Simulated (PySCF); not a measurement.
C3H3O2 (doublet state).
Cartesian coordinates in Å at the GFN2-xTB level; atoms count from 1:
```xyz
8
C3H3O2 angstrom
O     -2.2344    0.4352   -0.0404
C     -1.1913   -0.0173   -0.4154
C      0.0424   -0.0652    0.4099
C      1.3177    0.2720   -0.2236
O      1.0371   -1.0194    0.0224
H     -1.0501   -0.4321   -1.4304
H     -0.0911    0.0569    1.4821
H      2.1787    0.7794    0.1707
```

The hyperfine couplings belong to this conformer and change with its torsions.

The species is `O=C[C@@H]1[CH]O1` [radical].

Computed, not measured: PySCF, UKS B3LYP, pcH-1 on C H O, non-relativistic, mean-field spin-orbit, GIAO. Isolated species at its GFN2-xTB geometry (one conformer only). A GFN2-xTB geometry isn't a minimum of the functional, and hyperfine couplings can be far from their values at a DFT geometry. The SCF solution wasn't tested for stability.

Principal values of hyperfine tensors in MHz (contact and dipolar terms together), for some of the nuclei:

```tsv
atom	isotope	A1	A2	A3
H8	1H	58.77	81.22	121.55
O5	17O	-103.03	2.48	7.96
C3	13C	-7.88	-4.78	-0.08
H7	1H	-5.00	-1.42	10.40
C2	13C	-0.21	0.25	3.19
O1	17O	-0.75	0.01	2.54
H6	1H	-4.70	-3.72	6.84
```

**Question.** Give the isotropic coupling of each nucleus in MHz and in mT (g = 2.0031), and the anisotropic part.

**Answer.** a_iso is a third of the trace, T = A − a_iso, and a(mT) = a(MHz)/(g × 13.996).

```
atom  a_iso (MHz)  a_iso (mT)      T1     T2     T3
  H8        87.18       3.110  -28.41  -5.96  34.37
  O5       -30.86      -1.101  -72.16  33.35  38.82
  C3        -4.25      -0.152   -3.63  -0.53   4.16
  H7         1.33       0.047   -6.33  -2.75   9.08
  C2         1.08       0.038   -1.29  -0.82   2.11
  O1         0.60       0.021   -1.35  -0.59   1.94
  H6        -0.52      -0.019   -4.17  -3.20   7.37
```

**Question.** What spin density at the nucleus of H8 lies behind its contact coupling (g_N = 5.58569)?

**Answer.** a_FC = 800.24 MHz bohr³ × g_N × ρ(0)/(2S). With a_FC = 87.18 MHz and 2S = 1, ρ(0) = 0.0195 bohr⁻³. In magnitude that is 6.1 % of the 1/π = 0.318 of a free hydrogen atom.

**Question.** C4 (13C, g_N = 1.40482) isn't in the table. Its spin density at the nucleus is 0.3293 bohr⁻³. What is its contact coupling?

**Answer.** By the same relation, a_FC = 370.2 MHz. Its full tensor has the principal values 301.12, 306.12, 503.48 MHz.

**Question.** Which nucleus of the table has the largest anisotropic coupling, and what is its form?

**Answer.** O5: -72.2, 33.3, 38.8 MHz, nearly axial, close to the ratio +1:+1:−2.

**Question.** What first-order splitting does H8 cause when the field lies along A1, A2 or A3 of its tensor (g taken as isotropic, no quadrupole term)?

**Answer.** 2 lines (I = 1/2), spaced by |A_i|/(g × 13.996): 2.10, 2.90, 4.34 mT along the axes of A1, A2 and A3.
